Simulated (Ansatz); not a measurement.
Coupled-cluster diagnostics for cyclo-(PH)4 (P4H4), Ansatz.

Geometry of the singlet (r2SCAN-D4/def2-SVP):

```xyz
8

P     0.932    0.637    1.201
P    -1.240   -0.054    1.175
P    -1.101    0.791   -0.938
P     0.964   -0.136   -0.926
H     1.481   -0.519    1.845
H    -0.923   -1.399    0.777
H    -1.796   -0.271   -1.601
H     1.683    0.950   -1.532
```

Correlated methods freeze 20 core orbitals.

Question: Estimate the CCSD(T) correlation energy, the shares of MP2 and (T), T1 and the reference's ⟨S²⟩ for: charge 0, singlet, own geometry in def2-TZVPP; and the rough time on 4 threads of Arm Neoverse N1 on a shared host.

Answer: 
```json
{"state": "charge 0, singlet, own geometry", "basis": "def2-TZVPP", "correlation (eV)": "-19.152", "MP2 share (%)": "86.3", "(T) share (%)": "5.4", "T1": "0.017", "⟨S²⟩ (pure)": "0.00 (0.00)", "wall time": "78 s"}
```
Customary marks for T1 are 0.02 (closed shells), 0.045 (open shells) and about 0.05 (3d metals). T1 stays under 0.02 throughout.
